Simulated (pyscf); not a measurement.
Single points on ωB97X-D3(BJ)/def2-SVP structures (PySCF, gas phase).

For O=SiH₂ + H₂ → HO–SiH₃, an addition across a multiple bond or ene-type step (singlet surface; H–H broken, H–O, H–Si formed), PBE/def2-TZVP gives ΔE‡ = 15.8 kcal/mol and ΔE = -44.6 kcal/mol (zero: the separated reactants). In which direction and how far do B3LYP-D3(BJ)/def2-TZVP, PBE0-D3(BJ)/def2-TZVP, ωB97M-D3(BJ)/def2-TZVP move these?

B3LYP-D3(BJ): ΔE‡ = 19.7 kcal/mol, ΔE = -46.9 kcal/mol; PBE0-D3(BJ): ΔE‡ = 15.0 kcal/mol, ΔE = -51.6 kcal/mol; ωB97M-D3(BJ): ΔE‡ = 19.2 kcal/mol, ΔE = -49.1 kcal/mol. PBE's barrier lies among them. Its reaction energy lies over all of them, by 2.3 to 7.0 kcal/mol. At the saddle there is also a short H–Si contact that neither side keeps. This is the saddle that the search found; another between the same sides may lie lower.
